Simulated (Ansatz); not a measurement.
# CH₃OSi−: one structure at several levels

An exercise on one series of results from a longer session: the logs are not shown, and one member is left open.

The runs use Ansatz 0.2.0, Gaussian basis; single points in def2-TZVPPD.

Cores are frozen in the correlated methods.

### The system as given

SMILES `O=C[SiH2-]`, 6 atoms, charge -1, spin multiplicity 1.

Atoms are counted from 1 here; the program's logs count them from 0.

Bond lengths: O1–C2 1.409 Å, C2–Si3 1.994 Å, C2–H4 1.061 Å, Si3–H5 1.488 Å, Si3–H6 1.489 Å. Angles: O1–C2–Si3 118.0°, O1–C2–H4 129.4°, Si3–C2–H4 111.3°, C2–Si3–H5 106.1°, C2–Si3–H6 117.5°, H5–Si3–H6 121.8°.

Coordinates:

```xyz
6
CH3OSi
O    -1.0856   -1.4514    0.8663
C    -0.1603   -0.9350   -0.0624
Si    0.0373    1.0455   -0.1831
H     0.3218   -1.4209   -0.8726
H     1.1922    1.2895   -1.0885
H    -0.1637    1.8339    1.0634
```

Set-up of the first run:

Contents of run/in.yaml:

```yaml
crystal:
  periodic: [false, false, false]
  atoms:
    - {symbol: O, position_ang: [-1.085600, -1.451400, 0.866300]}
    - {symbol: C, position_ang: [-0.160300, -0.935000, -0.062400]}
    - {symbol: Si, position_ang: [0.037300, 1.045500, -0.183100]}
    - {symbol: H, position_ang: [0.321800, -1.420900, -0.872600]}
    - {symbol: H, position_ang: [1.192200, 1.289500, -1.088500]}
    - {symbol: H, position_ang: [-0.163700, 1.833900, 1.063400]}
basis:
  gaussian: {orbitals: "def2-TZVPPD.json"}
total_charge: -1
correlation: {method: ccsd_t}
output: {forces: true}
```

The basis file named in the input lies beside it (Basis Set Exchange, JSON).

The command line of these runs was not kept.

Steps of the session up to this table: CCSD(T)/def2-TZVPPD; PBE0-D4/def2-TZVPPD; wB97M-V/def2-TZVPPD; r2SCAN-D4/def2-TZVPPD; PBE-D4/def2-TZVPPD; r2SCAN0-D4/def2-TZVPPD; LC-wPBE/def2-TZVPPD.

One of the session's tables, all rows but one given; the rest of the session is left out.

| method | RMS force component (eV/Å) | angle to CCSD(T) forces (°) |
| --- | --- | --- |
| CCSD(T) | 2.373 | reference |
| PBE0-D4 | 2.651 | 3.6 |
| wB97M-V | 2.637 | 3.5 |
| r2SCAN-D4 | 2.498 | 1.9 |
| PBE-D4 | 2.381 | 3.0 |
| r2SCAN0-D4 | 2.712 | 4.4 |
| LC-wPBE | ? | ? |

Q: Estimate the row for LC-wPBE from the others.

As computed: RMS force component (eV/Å): 2.809; angle to CCSD(T) forces (°): 4.3. In the column «RMS force component (eV/Å)» it is the highest.

Caveats from the session: The anion's highest level is positive in at least one run, so there the basis alone may hold the extra electron.
